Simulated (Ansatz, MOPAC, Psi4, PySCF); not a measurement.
Reaction (SMILES): ClCCl [dichloromethane] + C (CH4) → 2 CCl (CH3Cl) [chloromethane]

Property: bond separation energy (enthalpy at 298 K), in kcal/mol. Set-up: LANL2DZ with its own core potentials from Na on; non-relativistic; six Cartesian d functions in 6-31G* and its kin unless marked 5d; no spin-orbit coupling; no dispersion term unless named; frozen cores in correlated levels; 6-311+G** with 5d, 6d on Na to Ar in Ansatz (a program for electronic structure). CBS marks a two-point X^-3 extrapolation of the correlation energy; Hartree-Fock from the larger set. The bracket is a focal-point correction in the basis named. First-principles rows: single points at B3LYP-D3(BJ) geometries (Ansatz), with unscaled harmonic terms from B3LYP/6-31G* at its own minima. Semi-empirical rows: MOPAC heats of formation at their own minima for 298 K.

Measured values: Active Thermochemical Tables 1.112 (ions: stationary electron), as tabulated in the package chemicals; they hold spin-orbit and core effects, anharmonicity. 

Value to compare with, the measured value: 0.9 kcal/mol.

```json
[
 {"level": "PM3", "program": "MOPAC", "bond separation energy (enthalpy at 298 K) (kcal/mol)": "0.8", "error": "-0.1"},
 {"level": "PM6", "program": "MOPAC", "bond separation energy (enthalpy at 298 K) (kcal/mol)": "0.0", "error": "-0.9"},
 {"level": "HF/STO-3G", "program": "Ansatz", "bond separation energy (enthalpy at 298 K) (kcal/mol)": "-3.7", "error": "-4.6"},
 {"level": "HF/3-21G", "program": "Ansatz", "bond separation energy (enthalpy at 298 K) (kcal/mol)": "-5.3", "error": "-6.2"},
 {"level": "PBE/def2-SVP", "program": "Ansatz", "bond separation energy (enthalpy at 298 K) (kcal/mol)": "2.3", "error": "1.4"},
 {"level": "BLYP/6-31G*", "program": "Ansatz", "bond separation energy (enthalpy at 298 K) (kcal/mol)": "-0.3", "error": "-1.2"},
 {"level": "B3LYP/LANL2DZ", "program": "Ansatz", "bond separation energy (enthalpy at 298 K) (kcal/mol)": "-1.5", "error": "-2.4"},
 {"level": "B3LYP/6-31G*", "program": "Ansatz", "bond separation energy (enthalpy at 298 K) (kcal/mol)": "-0.9", "error": "-1.8"},
 {"level": "B3LYP/cc-pVDZ", "program": "Ansatz", "bond separation energy (enthalpy at 298 K) (kcal/mol)": "0.0", "error": "-0.9"},
 {"level": "M06-2X/6-311+G**", "program": "PySCF", "bond separation energy (enthalpy at 298 K) (kcal/mol)": "-0.2", "error": "-1.1"},
 {"level": "wB97X-D/6-31G*", "program": "Psi4", "bond separation energy (enthalpy at 298 K) (kcal/mol)": "-1.0", "error": "-1.9"},
 {"level": "MP2/STO-3G", "program": "Ansatz", "bond separation energy (enthalpy at 298 K) (kcal/mol)": "-1.6", "error": "-2.5"},
 {"level": "MP2/6-311+G**", "program": "Ansatz", "bond separation energy (enthalpy at 298 K) (kcal/mol)": "1.6", "error": "0.7"},
 {"level": "PBE/def2-TZVPD", "program": "Ansatz", "bond separation energy (enthalpy at 298 K) (kcal/mol)": "1.2", "error": "0.3"},
 {"level": "RI-MP2/CBS(aug-cc-pV(T+d)Z,aug-cc-pV(Q+d)Z)+[CCSD(T)-MP2]/aug-cc-pV(T+d)Z", "program": "Ansatz", "bond separation energy (enthalpy at 298 K) (kcal/mol)": "0.5", "error": "-0.4"}
]
```

Among the 13 habitual levels, HF/3-21G lies farthest from the measured value (-6.2 kcal/mol); 2 of 13 lie above it, and their mean absolute error is 2.0 kcal/mol, the median 1.4. One case shows no general order.

The levels are drawn from those run, B3LYP/6-31G* more often than the rest, none by its result; runs whose electronic state is in doubt are left out.
